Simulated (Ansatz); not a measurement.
# BSi₂ (sextet): from Hartree-Fock to the top rungs, cc-pVTZ

An exercise on one series of results from a longer session: the logs are not shown, and one member is left open.

The runs use Ansatz 0.2.0, Gaussian basis; cc-pVTZ, core rule «outside noble gas», up to 11 orbitals frozen.

Plan: UHF; CCSD(T) on ROHF; CCSD(T) on UHF; BCCD(T) on ROHF; CCSDT(Q) on ROHF; CCSDT(Q) on UHF; CASSCF and MRCISD+Q, 11 electrons in 12 orbitals; CASSCF and NEVPT2, 11 electrons in 12 orbitals.

5 further runs of the same task are left out: 5 set aside as unsound or not needed.

### What is computed

The geometry is a PBE0/def2-TZVP stationary point (not a proven minimum) of the parent state, kept for this charge and spin.

3 atoms, charge 0, spin multiplicity 6.

Atoms are counted from 1 here; the program's logs count them from 0.

Bond lengths: Si1–B2 1.955 Å, B2–Si3 1.955 Å. Angles: Si1–B2–Si3 180.0°.

Set-up of the first run:

Contents of in.yaml:

```yaml
crystal:
  periodic: [false, false, false]
  atoms:
    - {symbol: Si, position_ang: [0.000000, 0.000000, 1.954501]}
    - {symbol: B, position_ang: [0.000000, 0.000000, 0.000000]}
    - {symbol: Si, position_ang: [0.000000, 0.000000, -1.954501]}
basis:
  gaussian: {orbitals: cc-pVTZ}
magnetization: {spin_polarized: true, initial_magnetization: 5}
hamiltonian: {xc: hf}
output: {orbitals: {seedname: orbitals}}
```

Run with:

```bash
$ ansatz run in.yaml --threads 1 --pin off --events-out ev --progress --plain --max-ram 4096MiB --backend cpu
```

Among the steps run: UHF; CCSD(T) on ROHF; CCSD(T) on UHF; BCCD(T) on ROHF; CCSDT(Q) on ROHF; CCSDT(Q) on UHF; CASSCF and MRCISD+Q, 11 electrons in 12 orbitals; CASSCF and NEVPT2, 11 electrons in 12 orbitals.

One table of the session follows, with a row left open; its other results are not shown here.

```
          method  from RCCSDT(Q) (meV)
            RMP2               +1487.0
            UMP2                     ?
           RCCSD                +718.1
           UCCSD                +711.0
        RCCSD(T)                +135.5
        UCCSD(T)                +133.6
         BCCD(T)                +136.1
          RCCSDT                 +60.7
          UCCSDT                 +57.2
       RCCSDT(Q)                     0
       UCCSDT(Q)                  -5.5
  CASSCF valence               +5244.6
  NEVPT2 valence               +1161.6
  MRCISD valence                +584.0
MRCISD+Q valence                 +81.4
```

Q: Estimate the row for UMP2 from the others.

As computed: from RCCSDT(Q) (meV): +1537.8. In the column «from RCCSDT(Q) (meV)» it lies between RMP2 (+1487.0) and CASSCF valence (+5244.6).

Left out of the table: ROHF, UHF (another determinant or state than the rows shown).

To keep in mind: The report flags that the cluster equations may have other roots. The program flags RCCSD(T), UCCSD(T), BCCD(T), RCCSDT(Q), UCCSDT(Q) as in doubt, so the zero of the table is itself unsure. Warnings: coupled cluster took another determinant than the lowest. Restricted and unrestricted rows rest on different reference determinants; where their highest levels disagree by more than a few hundredths of an eV, they describe different states and don't form one ladder.
